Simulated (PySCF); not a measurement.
**Silicon: a sound run and one with changed settings**

Sound run: Si [Ne] 3s2 3p2, Si⁺ [Ne] 3s2 3p1. Calculation: PySCF 2.14, in cc-pVTZ-DK (5s4p2d1f, 34 functions); the spin-free X2C one-electron Hamiltonian (Gaussian nucleus). In the sound run the correlated levels freeze [Ne]. The sound run starts from symmetry-adapted Hartree-Fock orbitals and uses a fine grid where one is needed.

Changed run: a valence shell is frozen. This setting is unsound on purpose.

```tsv
species	method	sound run (hartree)	changed run (hartree)	converged
Si	MP2	-289.51503	-289.46469	yes
Si	CCSD(T)	-289.53558	-289.46736	yes
```

Ionisation energy of Si:

```json
{"method": "UHF", "sound run (eV)": "7.630", "changed run (eV)": "7.630"}
{"method": "MP2", "sound run (eV)": "8.031", "changed run (eV)": "7.785"}
{"method": "SCS-MP2", "sound run (eV)": "7.946", "changed run (eV)": "7.681"}
{"method": "CCSD", "sound run (eV)": "8.060", "changed run (eV)": "7.858"}
{"method": "CCSD(T)", "sound run (eV)": "8.097", "changed run (eV)": "7.858"}
{"method": "CCSDT", "sound run (eV)": "n/a", "changed run (eV)": "7.858"}
{"method": "FCI", "sound run (eV)": "n/a", "changed run (eV)": "7.858"}
```

Freezing a valence shell removes pair correlation that changes on ionisation.

For comparison, NIST gives 8.152 eV between the lowest levels.
